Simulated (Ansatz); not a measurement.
Results of PBE (Ansatz, an electronic-structure program, PAW) for 2H MoS2.

Settings: plane-wave cutoff 520 eV, 12×12×4 k mesh (along the axes of the cell as run), perturbation theory, no spin polarisation, scalar-relativistic PAW data made under PBE.

Cell (measured lattice):

Space group P6₃/mmc (No. 194); a = 3.1600 Å, b = 3.1600 Å, c = 12.2940 Å, α = 90.00°, β = 90.00°, γ = 120.00°

| atom | site | symmetry | x | y | z |
|---|---|---|---|---|---|
| Mo | 2c | -6m2 | 0.3333 | 0.6667 | 0.2500 |
| S | 4f | 3m. | 0.6667 | 0.3333 | 0.1228 |

**Question.** Estimate the high-frequency dielectric constant (mean over three axes) and static dielectric constant (mean over three axes) that the calculation returns.

**Answer.** 
- high-frequency dielectric constant (mean over three axes) = 12.4
- static dielectric constant (mean over three axes) = 12.5

Measured, for comparison: high-frequency dielectric constant 12.2 (temperature not stated, not corrected to a static lattice, mean of the two values across and the one along c; as tabulated in Pike et al. (2018), arXiv:1804.02196); static dielectric constant 12.7 (temperature not stated, not corrected to a static lattice, polycrystalline average of the tensor's eigenvalues; as tabulated in Petousis et al. (2017), doi:10.1038/sdata.2016.134). Computed (rounded) less measured: high-frequency dielectric constant +2 %, static dielectric constant -2 %.

Note: the cell isn't this level's own, so it is under some stress, which shifts stiffness and frequencies.
